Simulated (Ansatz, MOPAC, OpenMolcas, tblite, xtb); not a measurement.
## C4H8 (isobutene): the highest harmonic wavenumber at each level's own minimum, rung by rung

C4H8, singlet, SMILES `C=C(C)C`. Each level relaxes the structure for itself.

Quantity: the highest harmonic wavenumber at each level's own minimum, in cm⁻¹. The values are calculated.

```tsv
level	kind	program	value (cm⁻¹)
GFN2-xTB	semi-empirical	xtb	3124
PM3	semi-empirical	MOPAC	3169
RM1	semi-empirical	MOPAC	3118
GFN1-xTB	semi-empirical	tblite	3151
HF/STO-3G	Hartree–Fock	Ansatz	3810
HF/3-21G	Hartree–Fock	OpenMolcas	3384
HF/6-31G* (Cartesian functions)	Hartree–Fock	OpenMolcas	3401
B3LYP/6-31G* (Cartesian functions)	global hybrid	Ansatz	3232
MP2/6-31G* (Cartesian functions)	perturbation theory	Ansatz	3296
```

Harmonic and unscaled. The values span 3118 to 3810 cm⁻¹. Without the sets that lack polarisation functions the rows with a basis span only 3232 to 3401 cm⁻¹.
